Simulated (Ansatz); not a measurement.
## Property card for GaPt

Level of theory: DFT r2SCAN, scalar-relativistic, plane waves, PAW (Ansatz).

Settings: cutoff 500 eV, Γ-centred mesh 8×8×8 on the computed 8-atom cell, Gaussian smearing of 0.10 eV; no spin polarisation.

The structure is relaxed at this level of theory with its symmetry kept. Whether it is the stable form of this composition wasn't checked.

```
Ga Pt
1.0
     4.91913    0.00000    0.00000
     0.00000    4.91913    0.00000
     0.00000    0.00000    4.91913
Ga Pt
4 4
Direct
  0.09282 0.09282 0.09282
  0.40718 0.90718 0.59282
  0.90718 0.59282 0.40718
  0.59282 0.40718 0.90718
  0.39917 0.39917 0.39917
  0.10083 0.60083 0.89917
  0.60083 0.89917 0.10083
  0.89917 0.10083 0.60083
```

(1) Formation energy from the elements' standard states (uncorrected)?

(2) Density of states at the Fermi level?

(3) Löwdin character within 0.5 eV of the Fermi level?

(4) Bader charges (e)?

Spin-orbit coupling is left out, which matters for the bands of heavy elements.

Answers

(1) -0.674 eV/atom.

(2) 1.50 states/eV per cell.

(3) Pt 5d 45 %, Ga 4p 35 %, Ga 4s 11 %, unprojected 4 %.

(4) Ga (4 in the cell) 0.82, Pt (4 in the cell) -0.82.

Cost: 9 runs of about 38 core-minutes in all, on Intel Xeon Platinum 8488C (Sapphire Rapids) (shared hosts).